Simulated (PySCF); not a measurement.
For zinc-blende GaN (metastable phase), PBE (PySCF, GTH pseudopotentials, Gaussian basis) gives:

| Item | Result |
|---|---|
| lattice parameter a | 4.561 Å |
| bulk modulus | 172 GPa |

What does Hartree–Fock (PySCF, GTH pseudopotentials, Gaussian basis) give for the same quantities?


- lattice constant a: 4.510 Å (falls by 1.1 %)
- bulk modulus: 221 GPa (goes up by 28 %)

For comparison: lattice constant a 4.5 Å (measured, 300 K, no zero-point or thermal correction; as tabulated in Vurgaftman et al. (2001), doi:10.1063/1.1368156).

Changes are worked out from the printed values.

Unless a cell is named, each level is at its own relaxed cell (PBE 11.86, Hartree–Fock 11.47 Å³/atom).
